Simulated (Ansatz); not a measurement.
Worked example: correlation energy of H2C–SH, quartet

Geometry: that of the H2C–SH, doublet, kept fixed. The doublet lies 6.6 eV lower here.

```xyz
5

C     0.0000    0.0496    1.1796
S     0.0000   -0.0617   -0.5242
H     0.0000    0.9990    1.6902
H     0.0000   -0.8792    1.7290
H     0.0000    1.2516   -0.7998
```

Basis cc-pVDZ; Ansatz 0.2.0. Correlated methods freeze the noble-gas cores, which leaves 13 electrons in 41 orbitals. R marks a restricted (for open shells ROHF) determinant, U an unrestricted one.

Full CI isn't at hand for all of this; UCCSDT(Q) serves as the reference, and is uncertain by the last step of the cluster series or more.

UCCSD has a T1 diagnostic of 0.017 and a largest doubles amplitude of 0.03.

Runs differ by some tens of microhartree through their thresholds and, for an open shell, their frozen cores, so steps under 0.03 kcal/mol mean nothing.

```csv
level,total energy (hartree)
UHF,-436.877612
UMP2,-437.109002
UCCSD,-437.146917
UCCSD(T),-437.153439
UCCSDT,-437.154376
UCCSDT(Q),-437.154776
```

Question: What is the correlation energy at UCCSDT(Q), and what share of it do UMP2 and UCCSD recover?

Answer: E(corr) = -437.154776 − (-436.877612) = -0.277164 hartree = -7.542 eV. UMP2: -0.231390 / -0.277164 = 83.48 %. UCCSD: -0.269305 / -0.277164 = 97.16 %.

Question: By how many kcal/mol does UCCSD(T) miss UCCSDT(Q) (1 hartree = 627.509 kcal/mol), and which steps make up the rest?

Answer: -437.153439 − (-437.154776) = 0.001337 hartree = 0.84 kcal/mol. Steps: UCCSDT − UCCSD(T) = -0.59, UCCSDT(Q) − UCCSDT = -0.25 kcal/mol. Differences between like states or geometries often cancel part of this.
